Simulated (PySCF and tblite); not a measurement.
Values are calculated unless marked as measured or tabulated.
Cyclopropylacetylene, C5H6, numbered as in [CH:1]#[C:2][CH:3]1[CH2:4][CH2:5]1.

Classical Langevin dynamics with GFN2-xTB (tblite), gas phase: time step 0.5 fs, H mass 1.008 u, friction 0.005 fs⁻¹, 400 steps to settle and 8000 to sample, one trajectory a temperature from the lowest conformer.

GIAO shieldings at mPW1PW91/pcSseg-1 (PySCF) on 20 frames a temperature; like atoms are averaged, and of two unlike H on one atom a is the less shielded at the minimum.

(1) How far do thermal motions move the shieldings from their values at the minimum?

(2) What do the single frames at 400 K give for H3?

Changes within two standard errors are not significant.

Answers

(1) 
```tsv
signal	σ at minimum (ppm)	Δσ, 400 K
C1	116.8	-1.5 ± 0.6
C2	94.0	-5.4 ± 1.1
C3	184.2	-2.6 ± 0.9
C4/C5	175.0	-2.0 ± 0.6
H1	30.65	-0.02 ± 0.25
H3	30.49	-0.46 ± 0.28
H4a/H5a	31.05	-0.39 ± 0.09
H4b/H5b	31.10	-0.36 ± 0.14
```

Errors are standard errors over frames. Zero-point motion is missing, and a reference compound would move too.

(2) 
```json
{"t (fs)": "300", "V above the minimum, tight binding (kcal/mol)": "9.1", "E above it, DFT (kcal/mol)": "10.9", "torsions (°)": "none", "σ (ppm)": "28.69"}
{"t (fs)": "500", "V above the minimum, tight binding (kcal/mol)": "10.1", "E above it, DFT (kcal/mol)": "10.2", "torsions (°)": "none", "σ (ppm)": "28.86"}
{"t (fs)": "700", "V above the minimum, tight binding (kcal/mol)": "10.8", "E above it, DFT (kcal/mol)": "9.8", "torsions (°)": "none", "σ (ppm)": "28.19"}
{"t (fs)": "900", "V above the minimum, tight binding (kcal/mol)": "8.3", "E above it, DFT (kcal/mol)": "8.5", "torsions (°)": "none", "σ (ppm)": "28.68"}
{"t (fs)": "1100", "V above the minimum, tight binding (kcal/mol)": "11.9", "E above it, DFT (kcal/mol)": "12.7", "torsions (°)": "none", "σ (ppm)": "28.31"}
{"t (fs)": "1300", "V above the minimum, tight binding (kcal/mol)": "17.4", "E above it, DFT (kcal/mol)": "20.1", "torsions (°)": "none", "σ (ppm)": "27.98"}
{"t (fs)": "1500", "V above the minimum, tight binding (kcal/mol)": "8.4", "E above it, DFT (kcal/mol)": "8.2", "torsions (°)": "none", "σ (ppm)": "29.23"}
{"t (fs)": "1700", "V above the minimum, tight binding (kcal/mol)": "9.8", "E above it, DFT (kcal/mol)": "9.3", "torsions (°)": "none", "σ (ppm)": "30.16"}
{"t (fs)": "1900", "V above the minimum, tight binding (kcal/mol)": "8.6", "E above it, DFT (kcal/mol)": "9.4", "torsions (°)": "none", "σ (ppm)": "30.69"}
{"t (fs)": "2100", "V above the minimum, tight binding (kcal/mol)": "8.6", "E above it, DFT (kcal/mol)": "10.6", "torsions (°)": "none", "σ (ppm)": "31.04"}
{"t (fs)": "2300", "V above the minimum, tight binding (kcal/mol)": "9.0", "E above it, DFT (kcal/mol)": "8.9", "torsions (°)": "none", "σ (ppm)": "30.65"}
{"t (fs)": "2500", "V above the minimum, tight binding (kcal/mol)": "8.9", "E above it, DFT (kcal/mol)": "9.9", "torsions (°)": "none", "σ (ppm)": "29.60"}
{"t (fs)": "2700", "V above the minimum, tight binding (kcal/mol)": "8.0", "E above it, DFT (kcal/mol)": "9.6", "torsions (°)": "none", "σ (ppm)": "30.04"}
{"t (fs)": "2900", "V above the minimum, tight binding (kcal/mol)": "7.3", "E above it, DFT (kcal/mol)": "9.4", "torsions (°)": "none", "σ (ppm)": "31.57"}
{"t (fs)": "3100", "V above the minimum, tight binding (kcal/mol)": "7.9", "E above it, DFT (kcal/mol)": "8.2", "torsions (°)": "none", "σ (ppm)": "30.32"}
{"t (fs)": "3300", "V above the minimum, tight binding (kcal/mol)": "9.7", "E above it, DFT (kcal/mol)": "9.2", "torsions (°)": "none", "σ (ppm)": "31.83"}
{"t (fs)": "3500", "V above the minimum, tight binding (kcal/mol)": "8.6", "E above it, DFT (kcal/mol)": "9.2", "torsions (°)": "none", "σ (ppm)": "31.63"}
{"t (fs)": "3700", "V above the minimum, tight binding (kcal/mol)": "8.6", "E above it, DFT (kcal/mol)": "10.7", "torsions (°)": "none", "σ (ppm)": "30.88"}
{"t (fs)": "3900", "V above the minimum, tight binding (kcal/mol)": "8.7", "E above it, DFT (kcal/mol)": "9.4", "torsions (°)": "none", "σ (ppm)": "31.47"}
{"t (fs)": "4100", "V above the minimum, tight binding (kcal/mol)": "10.6", "E above it, DFT (kcal/mol)": "13.2", "torsions (°)": "none", "σ (ppm)": "30.81"}
```
